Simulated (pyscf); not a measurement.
Thermochemistry of product channels of `[CH3][O][CH3]` + `[OH]` [doublet] on the doublet surface, in kcal/mol, from CCSD(T)/def2-TZVPP + ΔMP2(QZVPP) energies (ideal gas, 1 atm, RRHO with modes under 100 cm⁻¹ raised to 100, one conformer, R ln 2 for chiral ones without a mode under 150 cm⁻¹). Single points on ωB97X-D3(BJ)/def2-SVP structures (PySCF, gas phase). MP2 and CC: frozen core, UHF for open shells. ΔMP2 is the change of the MP2 total energy from the triple- to the quadruple-zeta basis.

```csv
products,ΔE,ΔH(298 K),ΔG(298 K),ΔG(1200 K)
`[CH3]` [doublet] + `[CH2]=[O]` + `[OH2]`,-9.2,-13.9,-25.4,-60.7
`[CH3][OH]` + `[CH3][O]` [doublet],-7.3,-7.6,-10.0,-16.1
```

These are energies of the channels, which say nothing of barriers. H₃C–O–CH₃ lies 11.4 kcal/mol over its isomer H₃C–CH₂–OH (electronic energy, ωB97M-D3(BJ)/def2-TZVP). H₃C–O• lies 7.0 kcal/mol over its isomer •H₂C–OH (electronic energy, ωB97M-D3(BJ)/def2-TZVP). The CCSD(T) − MP2 part came from Ansatz, without density fitting, on the same reference. Left out: orbital degeneracy and the spin-orbit lowering of OH. The orbital near-degeneracy of the XH₃O or XH₃S radical is left out.
